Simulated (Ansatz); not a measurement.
# LiMgH+ (doublet): wave-function methods side by side, def2-QZVPP

The task here is to estimate one member of a computed series from the others.

Method: def2-QZVPP, core rule «outside noble gas», up to 6 orbitals frozen; program: Ansatz 0.2.0, Gaussian basis.

To be run: UHF; ROHF; CCSD(T) on UHF.

2 further runs of the same task are left out: 2 set aside as unsound or not needed.

**What is computed**

The geometry is a PBE0/def2-TZVP stationary point (not a proven minimum) of the parent state, kept for this charge and spin.

3 atoms, charge 1, spin multiplicity 2.

Atoms are counted from 1 here; the program's logs count them from 0.

Bond lengths: Mg2–H3 1.746 Å.

The first run:

The input, in.yaml:

```yaml
crystal:
  periodic: [false, false, false]
  atoms:
    - {symbol: Li, position_ang: [0.000000, 0.000000, 2.442033]}
    - {symbol: Mg, position_ang: [0.000000, 0.000000, -0.347867]}
    - {symbol: H, position_ang: [0.000000, 0.000000, -2.094167]}
basis:
  gaussian: {orbitals: "def2-QZVPP.json"}
total_charge: 1
magnetization: {spin_polarized: true, initial_magnetization: 1}
hamiltonian: {xc: hf}
output: {orbitals: {seedname: orbitals}}
```

Command:

```
> ansatz run in.yaml --threads 1 --pin off --events-out ev --progress --plain --max-ram 2393MiB
```

Among the steps run: UHF; ROHF; CCSD(T) on UHF.

One of the session's tables, all rows but one given; the rest of the session is left out.

It belongs to the step «Misses and costs». 

```
  method  from UCCSD(T) (meV)
    ROHF              +1185.2
     UHF                    ?
    UMP2               +296.5
   UCCSD                +12.1
UCCSD(T)                    0
```

**Question.** Estimate the row for UHF.

The run gave: from UCCSD(T) (meV): +1144.3. In the column «from UCCSD(T) (meV)» it lies between UMP2 (+296.5) and ROHF (+1185.2).
